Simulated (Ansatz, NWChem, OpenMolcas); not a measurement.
**How methods differ on BNH6 (SMILES [BH3-][NH3+])**

BNH6 has 8 atoms, charge 0, and is taken as a singlet. SMILES: `[BH3-][NH3+]`. The coordinates come from a PBE0-D4/def2-TZVP relaxation.

```csv
atom,x (Å),y (Å),z (Å)
B,-0.1913,0.2508,-0.7754
N,0.2065,-0.2551,0.7317
H,-0.0782,-0.7284,-1.4810
H,-1.3326,0.6497,-0.6872
H,0.6044,1.1266,-1.0384
H,0.1408,0.5070,1.3987
H,1.1566,-0.6113,0.7553
H,-0.4140,-0.9965,1.0405
```

Quantity: the energy change with the B1–H3 bond stretched from 1.212 to 1.818 Å, in eV. The values are calculated.

```tsv
level	kind	program	value (eV)
SVWN5/def2-TZVP (restricted)	LDA	Ansatz	1.55
B3LYP/def2-TZVP (restricted)	global hybrid	OpenMolcas	1.61
BHLYP/def2-TZVP (restricted)	global hybrid	Ansatz	1.72
M06-2X/def2-TZVP (restricted)	hybrid meta-GGA	NWChem	1.69
r2SCAN0/def2-TZVP (restricted)	hybrid meta-GGA	Ansatz	1.68
CAM-B3LYP/def2-TZVP (restricted)	range-separated hybrid	NWChem	1.67
wB97X/def2-TZVP (restricted)	range-separated hybrid	NWChem	1.65
RPA@PBE/def2-TZVP (restricted)	RPA	Ansatz	1.58
```

The first shape isn't each level's own minimum. The values span 1.55 to 1.72 eV.
